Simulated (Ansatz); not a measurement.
# doublet BH5O+: levels of theory compared

Aim: a comparison of 6 runs (UHF/STO-3G, U-wB97M-V/STO-3G, UCAM-B3LYP/STO-3G, UPBE0/STO-3G, RPA@PBE/STO-3G, UCCSD/STO-3G) of doublet BH5O+. 

The results are computed with Ansatz 0.2.0.

53 further runs of the same task are left out: 53 set aside as unsound or not needed.

### Step 1. The system as given

The species is BH5O+ (7 atoms), meant as a doublet with charge +1. SMILES of the parent species: `[H]B([H])([H])<-O`. The coordinates come from a GFN2-xTB relaxation. That shape belongs to the parent species and isn't relaxed for this state.

Bond lengths: B1–O2 1.700 Å, O2–H3 0.963 Å, O2–H4 0.962 Å, B1–H5 1.182 Å, B1–H6 1.191 Å, B1–H7 1.182 Å. Angles: B1–O2–H3 102.2°, B1–O2–H4 102.2°, O2–B1–H5 103.7°, O2–B1–H6 104.3°, O2–B1–H7 103.7°, H3–O2–H4 109.6°, H5–B1–H6 114.2°, H5–B1–H7 114.8°, H6–B1–H7 114.2°.

### Step 2. A single-point energy at UHF/STO-3G (run 1)

input.yaml

```yaml
crystal:
  periodic: [false, false, false]
  atoms:
    - {symbol: B, position_ang: [0.067800, -0.111690, -0.668890]}
    - {symbol: O, position_ang: [0.100820, -0.146640, 1.030730]}
    - {symbol: H, position_ang: [-0.836060, -0.142600, 1.252490]}
    - {symbol: H, position_ang: [0.486320, 0.708910, 1.244780]}
    - {symbol: H, position_ang: [1.210120, -0.068530, -0.970290]}
    - {symbol: H, position_ang: [-0.544260, 0.876330, -0.930190]}
    - {symbol: H, position_ang: [-0.484730, -1.115770, -0.958620]}
basis:
  gaussian: {orbitals: STO-3G}
hamiltonian: {xc: hf}
magnetization: {spin_polarized: true, initial_magnetization: 1}
total_charge: 1
accuracy: high
```

Run with:

```console
$ ansatz run input.yaml --threads 1 --pin off --max-ram 2610MiB --events-out events.jsonl --progress --plain --runs-dir runs
```

Output:

```text
Warning: RAYON_NUM_THREADS=1 ignored (pool sized by the plan → 1); use --threads N
Functional definition: HF
  name "HF"
  exchange = exact_x
  correlation = 0
251 factors; integrals over basis functions are off by at most 5.0e-8 eV
mean field evaluation 1: about -2739.1576 eV, gradient 1.7e1 eV
mean field evaluation 2: about -2739.2192 eV, gradient 1.7e1 eV
mean field evaluation 4: about -2741.1602 eV, gradient 1.6e0 eV
mean field evaluation 8: about -2741.2067 eV, gradient 3.1e-2 eV
mean field evaluation 16: about -2741.2051 eV, gradient 1.8e-8 eV
mean field evaluation 32: about -2741.1848 eV, gradient 3.8e-2 eV
mean field evaluation 64: about -2741.1399 eV, gradient 5.2e-2 eV
mean field evaluation 96: about -2741.2111 eV, gradient 2.2e-2 eV
mean field -2741.20508760 eV, -100.7374289136 hartree, gradient 2.2e-8 eV, S^2 0.761408; 3 other end points of the search recorded, 0 dependent functions left out
reference -2741.20508760 eV, -100.7374289136 hartree; 9, 8 occupied and 6, 7 virtual orbitals, 251 factors
Total energy: -2741.20508760 eV, -100.7374289136 hartree
```

Wall time 0.12 s (1 thread of Arm Neoverse V2, shared host).

### Step 3. A single-point energy at U-wB97M-V/STO-3G (run 2)

run.yaml

```yaml
crystal:
  periodic: [false, false, false]
  atoms:
    - {symbol: B, position_ang: [0.067800, -0.111690, -0.668890]}
    - {symbol: O, position_ang: [0.100820, -0.146640, 1.030730]}
    - {symbol: H, position_ang: [-0.836060, -0.142600, 1.252490]}
    - {symbol: H, position_ang: [0.486320, 0.708910, 1.244780]}
    - {symbol: H, position_ang: [1.210120, -0.068530, -0.970290]}
    - {symbol: H, position_ang: [-0.544260, 0.876330, -0.930190]}
    - {symbol: H, position_ang: [-0.484730, -1.115770, -0.958620]}
basis:
  gaussian: {orbitals: STO-3G}
accuracy: high
magnetization: {spin_polarized: true, initial_magnetization: 1}
total_charge: 1
hamiltonian: {xc: {name: wB97M-V}}
```

Run with:

```console
$ ansatz run run.yaml --threads 1 --pin off --max-ram 2610MiB --events-out events.jsonl --progress --plain --runs-dir runs
```

Output (excerpt; [...] marks lines left out):

```text
Warning: RAYON_NUM_THREADS=1 ignored (pool sized by the plan → 1); use --threads N
Functional definition: wB97M-V
  name "wB97M-V"
[...]
  gx(w, u) = 1 - cx + cx01*u + cx10*w
  gss(w, u) = css00 + css04*u^4 + css10*w + css20*w^2 + css43*w^4*u^3
  gos(w, u) = cos00 + cos10*w + (cos20 + cos21*u)*w^2 + (cos60 + cos61*u)*w^6
[...]
      + integral(e_c_pw_mod_opposite_spin*gos(b97_w_opposite, b97_u_opposite)) + vv10(b, c)
251 factors; integrals over basis functions are off by at most 5.0e-8 eV
139 factors; integrals over basis functions are off by at most 1.6e-9 eV
[...]
mean field -2756.36134937 eV, -101.2944112607 hartree, gradient 5.8e-8 eV, S^2 0.752296; 2 other end points of the search recorded, 0 dependent functions left out
reference -2756.36135180 eV, -101.2944113497 hartree; 9, 8 occupied and 6, 7 virtual orbitals, 251 factors
Total energy: -2756.36135180 eV, -101.2944113497 hartree
```

Run time: 23 s. Hardware: 1 thread of Arm Neoverse V2, shared host; peak memory 0.48 GiB.

Runs 3 to 4 aren't shown in full; the table further down has their settings and results.

### Step 4. A single-point energy at RPA@PBE/STO-3G (run 5)

Changes to run.yaml since step 3:

```diff
@@ -1 +1,4 @@
+basis:
+  gaussian:
+    orbitals: STO-3G
 crystal:
@@ -10,7 +13,11 @@
     - {symbol: H, position_ang: [-0.484730, -1.115770, -0.958620]}
-basis:
-  gaussian: {orbitals: STO-3G}
+total_charge: 1
+magnetization:
+  spin_polarized: true
+  initial_magnetization: 1
+hamiltonian:
+  xc: {name: PBE}
+correlation:
+  method: rpa
+  frozen_orbitals: {B: 1, H: 0, O: 1}
 accuracy: high
-magnetization: {spin_polarized: true, initial_magnetization: 1}
-total_charge: 1
-hamiltonian: {xc: {name: wB97M-V}}
```

Run with:

```console
$ ansatz run run.yaml --threads 1 --pin off --max-ram 2610MiB --events-out events.jsonl --progress --plain --runs-dir runs
```

Output (excerpt; [...] marks lines left out):

```text
Warning: RAYON_NUM_THREADS=1 ignored (pool sized by the plan → 1); use --threads N
Functional definition: PBE
  name "PBE"
[...]
251 factors; integrals over basis functions are off by at most 5.0e-8 eV
[...]
mean field -2753.73213118 eV, -101.1977892741 hartree, gradient 6.8e-8 eV, S^2 0.751514; 4 other end points of the search recorded, 0 dependent functions left out
2 core orbitals not correlated: weight in the atoms' cores, before any rotation towards them, 1.000 or more for the frozen orbitals, at most 0.000 for the correlated occupied ones
reference -2740.54572194 eV, -100.7131976727 hartree; 7, 6 occupied and 6, 7 virtual orbitals, 251 factors
Total energy: -2746.92049421 eV, -100.9474662328 hartree
```

It took 2.2 s on 1 thread of Arm Neoverse V2, shared host; peak memory 0.13 GiB.

### Step 5. The energy at UCCSD/STO-3G (run 6)

input.yaml

```yaml
crystal:
  periodic: [false, false, false]
  atoms:
    - symbol: B
      position_ang: [0.067800, -0.111690, -0.668890]
    - symbol: O
      position_ang: [0.100820, -0.146640, 1.030730]
    - symbol: H
      position_ang: [-0.836060, -0.142600, 1.252490]
    - symbol: H
      position_ang: [0.486320, 0.708910, 1.244780]
    - symbol: H
      position_ang: [1.210120, -0.068530, -0.970290]
    - symbol: H
      position_ang: [-0.544260, 0.876330, -0.930190]
    - symbol: H
      position_ang: [-0.484730, -1.115770, -0.958620]
basis:
  gaussian:
    orbitals: STO-3G
total_charge: 1
magnetization:
  spin_polarized: true
  initial_magnetization: 1
correlation:
  method: ccsd
  frozen_orbitals: {B: 1, H: 0, O: 1}
accuracy: high
scf:
  omitted_lower_state_checks: [cluster_reference, increment]
```

Run with:

```console
$ ansatz run input.yaml --threads 1 --pin off --max-ram 2610MiB --events-out events.jsonl --progress --plain --runs-dir runs
```

Output (excerpt; [...] marks lines left out):

```text
Warning: RAYON_NUM_THREADS=1 ignored (pool sized by the plan → 1); use --threads N
[... 2 set-up lines as earlier in the session ...]
[...]
251 factors; integrals over basis functions are off by at most 5.0e-8 eV
[...]
mean field -2741.20508760 eV, -100.7374289136 hartree, gradient 2.2e-8 eV, S^2 0.761408; 4 other end points of the search recorded, 0 dependent functions left out
2 core orbitals not correlated: weight in the atoms' cores, before any rotation towards them, 1.000 or more for the frozen orbitals, at most 0.000 for the correlated occupied ones
reference -2741.20508760 eV, -100.7374289136 hartree; 7, 6 occupied and 6, 7 virtual orbitals, 251 factors
second order -2.40189206 eV of doubles, -0.00000000 eV of singles
cycle   1  -2.87380149 eV  change   -4.7e-1 eV  update   7.5e-2
[...]
cycle  36  -3.20741257 eV  change  -1.9e-10 eV  update   1.1e-9
Total energy: -2744.41250016 eV, -100.8552991513 hartree
Checks for a lower state left out: cluster_reference, increment
```

It took 0.2 s on 1 thread of Arm Neoverse V2, shared host.

### Step 6. All runs side by side

```
run              level  frozen core orbitals  energy (Eh)   ⟨S²⟩  wall time
  1         UHF/STO-3G                     –  -100.737429  0.761     0.12 s
  2   U-wB97M-V/STO-3G                     –  -101.294411  0.752       23 s
  3  UCAM-B3LYP/STO-3G                     –  -101.262711  0.754        2 s
  4       UPBE0/STO-3G                     –  -101.212356  0.753      1.7 s
  5     RPA@PBE/STO-3G                     2  -100.947466  0.752      2.2 s
  6       UCCSD/STO-3G                     2  -100.855299  0.761      0.2 s
```

### Step 7. Summary of results

```
                                          quantity          value
                               run 6: total energy  -100.85530 Eh
run 6: correlation energy (2 core orbitals frozen)     -117.9 mEh
          run 6: ⟨S²⟩ of the reference determinant          0.761
                              run 6: T1 diagnostic          0.027
```

What this shows: Totals of different functionals can't be ranked against each other. In runs 1, 2, 3, 4, 5, 6 the basis is minimal, so the values are rough. All runs together took 30 s, the longest 23 s.
